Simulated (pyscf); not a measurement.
PySCF, gas phase, ωB97X-D3(BJ)/def2-SVP geometries. Correlated levels are frozen-core, on RHF or UHF. ΔMP2 is the change of the MP2 total energy from the triple- to the quadruple-zeta basis.

Problem. What are the homolytic bond dissociation enthalpies (298 K) of `[CH3][SeH]` at CCSD(T)/def2-TZVPP + ΔMP2(QZVPP), weakest first?

Solution. C–Se to CH₃• + SeH•: 278.5 kJ/mol; H–Se to H₃C–Se• + H•: 331.0 kJ/mol; C–H to •H₂C–SeH + H•: 406.5 kJ/mol. Ring and multiple bonds, and those that leave no two simple radicals, are not listed. •H₂C–SeH lies 96.2 kJ/mol over its isomer H₃C–Se•, and others may lie lower still (electronic energy, ωB97M-D3(BJ)). Other isomers of H₃C–Se• were not searched in full and may lie lower. The CCSD(T) − MP2 part came from Ansatz, without density fitting, on the same reference. The frozen core leaves the outer d or s,p core shells of the metals and heavy elements correlated in the MP2 and CC values, and def2-TZVPP describes them poorly, which can shift differences by a few kcal/mol. Left out: the spin-orbit lowering of SeH, which is large for Br, Se, Te and I. Elements up to Kr have no core potential and no relativistic terms here.
